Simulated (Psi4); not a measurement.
**PBE0/6-311+G(d,p) run of C2H5N (ethanimine)**

Aim: the vertical electron affinity of C2H5N (ethanimine) at PBE0/6-311+G**, from 2 runs. 

The results are computed with Psi4 1.11.

1 further run of the same task is left out (set aside as unsound or not needed).

## 1. Starting point

C2H5N: 8 atoms, total charge 0, spin state singlet. SMILES: `[H]/N=C\C`. Geometry: relaxed at PBE0-D4/def2-TZVP.

Bond lengths: C1–C2 1.493 Å, C2–N3 1.263 Å, C1–H4 1.094 Å, C1–H5 1.092 Å, C1–H6 1.094 Å, C2–H7 1.095 Å, N3–H8 1.023 Å. Angles: C1–C2–N3 127.9°, C1–C2–H7 115.5°, N3–C2–H7 116.6°, C2–C1–H4 110.3°, C2–C1–H5 111.6°, C2–C1–H6 110.3°, C2–N3–H8 110.6°, H4–C1–H5 109.0°, H4–C1–H6 106.6°, H5–C1–H6 108.9°.

## 2. Energy and forces at PBE0/6-311+G(d,p)

job.py

```python
import psi4

psi4.set_memory(1600000000)
psi4.set_num_threads(1)
psi4.set_output_file('c2h5n.out', False)

molecule = psi4.geometry("""
0 1
C     -0.89043895     1.11852889    -0.59715346
C      1.25307739    -0.32314317     0.53724914
N      1.31865089    -2.63616794     1.12174143
H     -0.31822988     1.95170914    -2.40127499
H     -2.53657938    -0.08579357    -0.90744649
H     -1.42995576     2.68870233     0.63570387
H      2.97046050     0.77422079     0.90045450
H     -0.36698481    -3.48786751     0.71072600
units au
symmetry c1
""")

options = {'basis': '6-311+G**', 'puream': True, 'e_convergence': 1e-09, 'd_convergence': 1e-08, 'scf_type': 'pk', 'dft_radial_points': 99, 'dft_spherical_points': 590}
psi4.set_options(options)

energy_value = psi4.gradient('pbe0')
print('gradient / Eh bohr^-1')
print(energy_value.np.round(6))
```

The run is started by

```
$ python job.py
```

c2h5n.out:

```text
[...]
  Running in c1 symmetry.
[...]
  Nuclear repulsion =   71.159684048184786
[...]
  Multiplicity = 1
[...]
  Nalpha       = 12
  Nbeta        = 12
[...]
    Number of basis functions: 96
[...]
   @RKS iter   1:  -133.50042374426036   -2.99141e-01   8.52458e-03 ADIIS/DIIS
[...]
   @RKS iter  11:  -133.82595693071914   -3.80851e-12   4.55988e-09 DIIS
[...]
    Orbital Energies [Eh]
    ---------------------
    Doubly Occupied:
       1A    -14.367123     2A    -10.271130     3A    -10.232300
       4A     -0.937858     5A     -0.764372     6A     -0.612516
       7A     -0.484675     8A     -0.468652     9A     -0.450140
      10A     -0.399199    11A     -0.329167    12A     -0.279173
[...]
  @RKS Final Energy:  -133.82595693071914
   => Energetics <=
    Nuclear Repulsion Energy =             71.1596840481847863
    One-Electron Energy =                -320.2306630482540299
    Two-Electron Energy =                 130.0102506061779764
    DFT Exchange-Correlation Energy =     -14.7652285368278626
    Empirical Dispersion Energy =           0.0000000000000000
    VV10 Nonlocal Energy =                  0.0000000000000000
    Total Energy =                       -133.8259569307191441
[...]
 Multipole Moments:
 ------------------------------------------------------------------------------------
     Multipole            Electronic (a.u.)      Nuclear  (a.u.)        Total (a.u.)
 ------------------------------------------------------------------------------------
 L = 1.  Multiply by 2.5417464519 to convert [e a0] to [Debye]
 Dipole X            :          1.3882312           -2.0525805           -0.6643493
 Dipole Y            :         -1.6668496            2.3867711            0.7199214
 Dipole Z            :          0.9123258           -1.3301061           -0.4177803
 Magnitude           :                                                    1.0649823
[...]
  -Total Gradient:
     Atom            X                  Y                   Z
    ------   -----------------  -----------------  -----------------
       1        0.000586293539    -0.000991000804     0.000455009841
       2       -0.000376638669    -0.003316291437     0.000654836729
       3       -0.001217660669     0.004695989897    -0.001581825610
       4       -0.000132851434    -0.000192692371     0.000692881201
       5        0.000841019037     0.000371365605     0.000221528647
       6        0.000289250729    -0.000473665722    -0.000473427706
       7       -0.000455451954    -0.000087559549    -0.000141075448
       8        0.000465688199    -0.000004786014     0.000171614127
[...]
```

Standard output:

```text
gradient / Eh bohr^-1
[[ 5.860e-04 -9.910e-04  4.550e-04]
 [-3.770e-04 -3.316e-03  6.550e-04]
 [-1.218e-03  4.696e-03 -1.582e-03]
 [-1.330e-04 -1.930e-04  6.930e-04]
 [ 8.410e-04  3.710e-04  2.220e-04]
 [ 2.890e-04 -4.740e-04 -4.730e-04]
 [-4.550e-04 -8.800e-05 -1.410e-04]
 [ 4.660e-04 -5.000e-06  1.720e-04]]
```

Wall time 31 s (1 thread of AMD EPYC 7R43 (Zen 3), shared host); peak memory 0.77 GiB.

## 3. The doublet anion at the same level

job.json

```json
{
  "schema_name": "qcschema_input",
  "schema_version": 1,
  "molecule": {
    "schema_name": "qcschema_molecule",
    "schema_version": 2,
    "symbols": ["C", "C", "N", "H", "H", "H", "H", "H"],
    "geometry": [-0.89043895, 1.11852889, -0.59715346, 1.25307739, -0.32314317, 0.53724914, 1.31865089, -2.63616794, 1.12174143, -0.31822988, 1.95170914, -2.40127499, -2.53657938, -0.08579357, -0.90744649, -1.42995576, 2.68870233, 0.63570387, 2.9704605, 0.77422079, 0.9004545, -0.36698481, -3.48786751, 0.710726],
    "molecular_charge": -1,
    "molecular_multiplicity": 2,
    "fix_symmetry": "c1",
    "fix_com": true,
    "fix_orientation": true
  },
  "driver": "gradient",
  "model": {
    "method": "pbe0",
    "basis": "6-311+G**"
  },
  "keywords": {
    "reference": "uks",
    "puream": true,
    "e_convergence": 1e-09,
    "d_convergence": 1e-08,
    "scf_type": "pk",
    "dft_radial_points": 99,
    "dft_spherical_points": 590,
    "maxiter": 100
  }
}
```

The run is started by

```
$ psi4 --qcschema job.json -n 1 --memory 1600MB
```

stdout:

```text
[...]
  Running in c1 symmetry.
[...]
  Nuclear repulsion =   71.159684048184786
[...]
  Multiplicity = 2
[...]
  Nalpha       = 13
  Nbeta        = 12
[...]
    Number of basis functions: 96
[...]
   @UKS iter   1:  -133.11945059411516    8.18319e-02   1.13662e-02 DIIS/ADIIS
[...]
   @UKS iter  21:  -133.77845040328521   -1.11697e-11   3.58681e-09 DIIS
[...]
   @S^2 Observed:                7.501710871E-01
[...]
    Orbital Energies [Eh]
    ---------------------
    Alpha Occupied:
       1A    -14.218867     2A    -10.119903     3A    -10.059668
       4A     -0.788301     5A     -0.600350     6A     -0.460707
       7A     -0.329217     8A     -0.309531     9A     -0.283707
      10A     -0.238323    11A     -0.177812    12A     -0.133006
      13A      0.087213
    Alpha Virtual:
      14A      0.132791    15A      0.141935    16A      0.142305
      17A      0.154514    18A      0.180841    19A      0.197648
      20A      0.199236    21A      0.236021    22A      0.249726
      23A      0.273150    24A      0.286214    25A      0.314713
[...]
  @UKS Final Energy:  -133.77845040328521
   => Energetics <=
    Nuclear Repulsion Energy =             71.1596840481847863
    One-Electron Energy =                -323.9365920645760752
    Two-Electron Energy =                 133.8448469538137147
    DFT Exchange-Correlation Energy =     -14.8463893407076295
    Empirical Dispersion Energy =           0.0000000000000000
    VV10 Nonlocal Energy =                  0.0000000000000000
    Total Energy =                       -133.7784504032852055
[...]
 Multipole Moments:
 ------------------------------------------------------------------------------------
     Multipole            Electronic (a.u.)      Nuclear  (a.u.)        Total (a.u.)
 ------------------------------------------------------------------------------------
 L = 1.  Multiply by 2.5417464519 to convert [e a0] to [Debye]
 Dipole X            :         -9.5111269            9.7250975            0.2139706
 Dipole Y            :         11.0469736          -11.8398901           -0.7929165
 Dipole Z            :         -6.1602921            6.4309270            0.2706349
 Magnitude           :                                                    0.8647215
[...]
  -Total Gradient:
     Atom            X                  Y                   Z
    ------   -----------------  -----------------  -----------------
       1       -0.004400777445     0.005609237709    -0.002972208110
       2        0.002881356748    -0.010072731723     0.003485431871
       3       -0.004458875876     0.013257860845    -0.004844064923
       4        0.001451021778    -0.002013004373     0.001380563863
       5        0.001530213767    -0.003027142356     0.001298456009
       6        0.001669179338    -0.002158494973     0.000773435606
       7        0.001527415267     0.000932926922     0.000338632420
       8       -0.000199866955    -0.002527036807     0.000539238764
[...]
```

The result, in JSON:

```text
{
 "driver": "gradient",
 "model": {
  "method": "pbe0",
  "basis": "6-311+G**"
 },
 "success": true,
 "return_result": [-0.0044007774451543386, 0.005609237708537496, -0.002972208109532637, 0.0028813567481699304, -0.01007273172265688, 0.0034854318713475885, -0.004458875876185181, 0.013257860845350078, -0.004844064922562993, 0.0014510217777804132, -0.002013004372675972, 0.0013805638627018557, 0.001530213767250349, -0.0030271423557754057, 0.0012984560087327054, 0.0016691793375745723, -0.0021584949733361725, 0.0007734356059413833, 0.0015274152669779717, 0.0009329269216824115, 0.00033863242006165056, -0.00019986695458207304, -0.002527036806854399, 0.0005392387640845708],
 "properties": {
  "calcinfo_nbasis": 96,
  "calcinfo_nmo": 96,
  "calcinfo_nalpha": 13,
  "calcinfo_nbeta": 12,
  "calcinfo_natom": 8,
  "nuclear_repulsion_energy": 71.15968404818479,
  "return_energy": -133.7784504032852,
  "return_gradient": [-0.0044007774451543386, 0.005609237708537496, -0.002972208109532637, 0.0028813567481699304, -0.01007273172265688, 0.0034854318713475885, -0.004458875876185181, 0.013257860845350078, -0.004844064922562993, 0.0014510217777804132, -0.002013004372675972, 0.0013805638627018557, 0.001530213767250349, -0.0030271423557754057, 0.0012984560087327054, 0.0016691793375745723, -0.0021584949733361725, 0.0007734356059413833, 0.0015274152669779717, 0.0009329269216824115, 0.00033863242006165056, -0.00019986695458207304, -0.002527036806854399, 0.0005392387640845708],
  "scf_one_electron_energy": -323.9365920645761,
  "scf_two_electron_energy": 133.84484695381371,
  "scf_xc_energy": -14.84638934070763,
  "scf_dipole_moment": [0.21397060779991683, -0.7929165001016969, 0.2706348554992841],
  "scf_total_energy": -133.7784504032852,
  "scf_total_gradient": [-0.0044007774451543386, 0.005609237708537496, -0.002972208109532637, 0.0028813567481699304, -0.01007273172265688, 0.0034854318713475885, -0.004458875876185181, 0.013257860845350078, -0.004844064922562993, 0.0014510217777804132, -0.002013004372675972, 0.0013805638627018557, 0.001530213767250349, -0.0030271423557754057, 0.0012984560087327054, 0.0016691793375745723, -0.0021584949733361725, 0.0007734356059413833, 0.0015274152669779717, 0.0009329269216824115, 0.00033863242006165056, -0.00019986695458207304, -0.002527036806854399, 0.0005392387640845708],
  "scf_iterations": 21
 }
}
```

Wall time 77 s (1 thread of AMD EPYC 7R43 (Zen 3), shared host); peak memory 0.76 GiB.

## 4. Results

Level: PBE0/6-311+G**.

| quantity | value |
| --- | --- |
| singlet C2H5N: total energy | -133.82596 Eh |
| singlet C2H5N: dipole moment | 2.71 D |
| singlet C2H5N: HOMO energy | -7.60 eV |
| singlet C2H5N: LUMO energy | -0.09 eV |
| singlet C2H5N: HOMO–LUMO gap | 7.51 eV |
| singlet C2H5N: largest force on an atom | 0.262 eV/Å |
| doublet anion: total energy | -133.77845 Eh |
| doublet anion: HOMO energy (highest over α and β) | 2.37 eV |
| doublet anion: LUMO energy (lowest over α and β) | 3.61 eV |
| doublet anion: ⟨S²⟩ | 0.750 |
| doublet anion: largest force on an atom | 0.761 eV/Å |
| vertical electron affinity (to the doublet anion) | -1.293 eV |

What this shows: The anion lies 1.29 eV (30 kcal/mol) above the neutral: the electron isn't bound at this level, and such a value depends on the basis. The largest force (singlet C2H5N) is 0.26 eV/Å: the shape isn't a stationary point for this species at this level. The HOMO (doublet anion) lies at positive energy, 2.37 eV; only total energies tell whether the electron is bound.
